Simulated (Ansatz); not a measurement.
For zinc-blende InSb, PBEsol-D3(BJ) (Ansatz, a program for electronic structure, PAW) gives:

- lattice parameter a = 6.443 Å
- bulk modulus B0 = 47.2 GPa
- cohesive energy = 3.33 eV/atom
- enthalpy of formation = 0.007 eV/atom

### Question
What does HSE06 in Ansatz (PAW) give for the same quantities?

### Answer

- lattice constant a: 6.546 Å (grows by 1.6 %)
- bulk modulus: 44.0 GPa (decreases by 6.8 %)
- cohesive energy: 2.63 eV/atom (shrinks by 0.70 eV/atom)
- formation enthalpy: -0.225 eV/atom (moves by -0.232 eV/atom)

For comparison: lattice constant a 6.468 Å (measured, static lattice: zero-point anharmonic expansion removed; as tabulated in Mejia-Rodriguez and Trickey (2018), arXiv:1807.09216); bulk modulus 46.1 GPa (measured, 0 K value with the zero-point phonon effect removed; as tabulated in Mejia-Rodriguez and Trickey (2018), arXiv:1807.09216); formation enthalpy -0.16 eV/atom (measured, 298 K, not corrected to a static lattice; as tabulated in Zhang et al. (2018), doi:10.1038/s41524-018-0065-z).

Changes are worked out from the printed values.

Unless a cell is named, each level is at its own relaxed cell (PBEsol-D3(BJ) 33.44, HSE06 35.07 Å³/atom).

Levels without +SOC leave out spin–orbit coupling, which shifts energies and cells of such heavy elements.

Caveats: exact exchange on metals is sensitive to the k mesh and can open a false gap (HSE06); the run warned that the count of filled bands differs between k points (HSE06). Ansatz's density-functional and Hartree–Fock values are scalar-relativistic unless marked +SOC, with PAW data made under PBE.
